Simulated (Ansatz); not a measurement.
# AlS+ (triplet): from Hartree-Fock to the top rungs, def2-QZVPP

An exercise on one series of results from a longer session: the logs are not shown, and one member is left open.

The runs use Ansatz 0.2.0, Gaussian basis; def2-QZVPP, core rule «outside noble gas», up to 10 orbitals frozen.

Plan: UHF; ROHF; CCSD(T) on UHF.

2 further runs of the same task are left out: 2 set aside as unsound or not needed. Runs told in other sessions of the task aren't counted.

### What is computed

The geometry is a PBE0/def2-TZVP stationary point (not a proven minimum) of the parent state, kept for this charge and spin.

2 atoms, charge 1, spin multiplicity 3.

Atoms are counted from 1 here; the program's logs count them from 0.

Bond lengths: Al1–S2 2.032 Å.

Set-up of the first run:

Contents of in.yaml:

```yaml
crystal:
  periodic: [false, false, false]
  atoms:
    - {symbol: Al, position_ang: [0.000000, 0.000000, 0.000000]}
    - {symbol: S, position_ang: [0.000000, 0.000000, 2.031600]}
basis:
  gaussian: {orbitals: "def2-QZVPP.json"}
total_charge: 1
magnetization: {spin_polarized: true, initial_magnetization: 2}
hamiltonian: {xc: hf}
output: {orbitals: {seedname: orbitals}}
```

Launch:

```
$ ansatz run in.yaml --threads 1 --pin off --events-out ev --progress --plain --max-ram 2393MiB
```

Steps of the session up to this table: UHF; ROHF; CCSD(T) on UHF.

One table of the session follows, with a row left open; its other results are not shown here.

| method | from UCCSD(T) (meV) |
| --- | --- |
| ROHF | +5986.0 |
| UHF | ? |
| UMP2 | +912.1 |
| UCCSD | +288.4 |
| UCCSD(T) | 0 |

Estimate the missing values for UHF.

The run gave: from UCCSD(T) (meV): +5821.8. In the column «from UCCSD(T) (meV)» it lies between UMP2 (+912.1) and ROHF (+5986.0).
